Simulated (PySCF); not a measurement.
**BH⁻ under other conditions**

One physical setting of the base script is moved in each run, with the edits that it forces.

Method: each script names its method and basis; program: PySCF 2.14.0.

## Step 1: The system as given

BH⁻: 2 atoms, charge -1, spin multiplicity 2.

Bond lengths: B1–H2 1.297 Å.

## Step 2: The run that the others are compared with

The input, input.py:

```python
from pyscf import gto, scf

mol = gto.M(
    atom='B 0 0 0; H 0 0 1.297',
    basis='jorge-dzp-dkh',
    charge=-1,
    spin=1,
    verbose=3,
)
mf = scf.UHF(mol)
mf = mf.sfx2c1e()
mf.kernel()
mf.analyze()
print('orbital energies (hartree):', [e[max(0, n-3):n+3].round(4) for e, n in zip(mf.mo_energy, mol.nelec)])
```

Run with:

```sh
> OMP_NUM_THREADS=1 python input.py
```

The log of this run is left out.

Base result: E(SCF) = -25.100609 Eh, ⟨S²⟩ = 0.760.

The bond length is a typed value, not an optimised one. The dipole of an ion depends on the origin.

## Step 3: PCM, ε = 32.6

Edit 1 changes solvent: none (gas phase) → PCM, ε = 32.6.

The input, input.py:

```python
from pyscf import gto, scf, solvent

mol = gto.M(
    atom='B 0 0 0; H 0 0 1.297',
    basis='jorge-dzp-dkh',
    charge=-1,
    spin=1,
    verbose=3,
)
mf = scf.UHF(mol)
mf = mf.sfx2c1e()
mf = solvent.PCM(mf)
mf.with_solvent.eps = 32.6
mf.kernel()
mf.analyze()
print('orbital energies (hartree):', [e[max(0, n-3):n+3].round(4) for e, n in zip(mf.mo_energy, mol.nelec)])
```

Run with:

```sh
> OMP_NUM_THREADS=1 python input.py
```

## Step 4: Electric field 0.001 a.u.

Edit 2 changes electric field: none → 0.001 a.u.

input.py: that of step 2 with these lines changed.

```diff
@@ -11,2 +11,7 @@
 mf = mf.sfx2c1e()
+field = 0.001  # electric field along z, atomic units
+h = mf.get_hcore() + field*mol.intor('int1e_r')[2]
+mf.get_hcore = lambda *args: h
+e_nuc = mol.energy_nuc() - field*mol.atom_charges() @ mol.atom_coords()[:, 2]
+mf.energy_nuc = lambda *args: e_nuc
 mf.kernel()
```

## Step 5: Charge +0 (singlet)

Edit 3 changes charge: -1 → 0; spin (2S): 1 → 0.

input.py: that of step 2 with these lines changed.

```diff
@@ -5,4 +5,4 @@
     basis='jorge-dzp-dkh',
-    charge=-1,
-    spin=1,
+    charge=0,
+    spin=0,
     verbose=3,
```

## Step 6: Electric field -0.01 a.u.

Edit 4 changes electric field: none → -0.01 a.u.

input.py: that of step 2 with these lines changed.

```diff
@@ -11,2 +11,7 @@
 mf = mf.sfx2c1e()
+field = -0.01  # electric field along z, atomic units
+h = mf.get_hcore() + field*mol.intor('int1e_r')[2]
+mf.get_hcore = lambda *args: h
+e_nuc = mol.energy_nuc() - field*mol.atom_charges() @ mol.atom_coords()[:, 2]
+mf.energy_nuc = lambda *args: e_nuc
 mf.kernel()
```

## Step 7: Electric field 0.005 a.u.

Edit 5 changes electric field: none → 0.005 a.u.

input.py: that of step 2 with these lines changed.

```diff
@@ -11,2 +11,7 @@
 mf = mf.sfx2c1e()
+field = 0.005  # electric field along z, atomic units
+h = mf.get_hcore() + field*mol.intor('int1e_r')[2]
+mf.get_hcore = lambda *args: h
+e_nuc = mol.energy_nuc() - field*mol.atom_charges() @ mol.atom_coords()[:, 2]
+mf.energy_nuc = lambda *args: e_nuc
 mf.kernel()
```

Before running it: what results should come out? Wanted: for each run, E(SCF); from base; gap, α spin; SCF dipole.

The runs gave:

```
                      run  E(SCF) (hartree)  from base (eV)  gap, α spin (eV)  SCF dipole (D)
                     base        -25.100609               0              8.19             n/a
            PCM, ε = 32.6        -25.208633         -2.9395              8.53             n/a
electric field 0.001 a.u.        -25.101066  not comparable              8.19             n/a
      charge +0 (singlet)        -25.130356         -0.8095             10.85            1.50
electric field -0.01 a.u.        -25.097799  not comparable              8.22             n/a
electric field 0.005 a.u.        -25.103211  not comparable              8.18             n/a
```

The highest filled level of this anion is positive: the basis lacks diffuse functions or the electron is not bound, so these numbers hang on the basis. A continuum solvent with ε = 32.6 lowers the energy by 2.939 eV, a large gain because the system is charged. At the SCF level, going to the singlet with one electron fewer costs -0.81 eV at fixed geometry.
